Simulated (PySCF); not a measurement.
**What binds to hydrogen fluoride, and how strongly**

Gas-phase complexes of hydrogen fluoride, each in one structure from a short search with a few starts, optimised by PBE0-D3(BJ)/def2-TZVPD; other ways of binding may lie lower. Energies in kcal/mol, CCSD(T) at its estimated basis limit, counterpoise-corrected (PySCF): interaction is complex less parts frozen as they stand in it. Contacts are written partner···hydrogen fluoride; electrostatic, Pauli and orbital are terms of the uncorrected MP2 energy, whose rest is dispersion or correlation. The CCSD(T) estimate is Hartree-Fock/aug-cc-pVQZ, plus the MP2 correlation part extrapolated as X⁻³ from aug-cc-pVTZ and aug-cc-pVQZ, plus CCSD(T) less MP2 in aug-cc-pVDZ; noble-gas cores are frozen. It isn't the exact limit.

6 other partners are left out, for which the search missed the form known or expected to bind best.

Frequency runs check only 4 of the 7 structures; these show no clear imaginary mode.

Order these partners of hydrogen fluoride by interaction energy, strongest first: dinitrogen, phosphine, carbon monoxide, methylamine, hydrogen chloride, silanol, methanol.

methylamine (-15.2), methanol (-10.1), silanol (-8.3), phosphine (-5.0), carbon monoxide (-3.6), hydrogen chloride (-2.9), dinitrogen (-2.3).
```csv
partner,contact,distance (Å),interaction,electrostatic,Pauli,orbital
methylamine,N···H,1.60,-15.2,-27.5,30.2,-15.5
methanol,O···H,1.63,-10.1,-17.4,17.3,-8.4
silanol,O···H,1.68,-8.3,-14.2,13.6,-6.6
phosphine,P···H,2.27,-5.0,-8.9,10.9,-5.3
carbon monoxide,C···H,2.01,-3.6,-5.8,7.6,-3.5
hydrogen chloride,Cl···H,2.27,-2.9,-4.0,5.3,-2.7
dinitrogen,N···H,2.05,-2.3,-3.0,3.8,-1.8
```
